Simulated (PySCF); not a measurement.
# A thermochemical cycle for NaCl

PBE0 in PySCF with def2-SVP on every atom, for the lowest determinant that a PBE0 search found; no spin–orbit coupling. NaCl, a singlet (closed shell), has De = 4.01 eV to neutral atoms, and NaCl⁺, a doublet (π ↑), has De = 0.42 eV to Na⁺ + Cl.

The adiabatic ionisation energy of NaCl, between the minima, is 8.81 eV.

Which ionisation energy of the Na atom does this level give?

IE(Na) = IE(molecule) + De(ion) − De(neutral) = 8.81 + 0.42 − 4.01 = 5.22 eV; the measured value is 5.139 eV (NIST ASD).

Weak bonds: NaCl⁺. Basis-set superposition, not corrected here, can be much of De in a small basis, most of all at correlated wavefunction levels. For an ion De counts to the pair picked by the measured ionisation energies or electron affinities, which need not be the lowest pair at this level. States were picked by a PBE0 search and need not be the measured ground states.
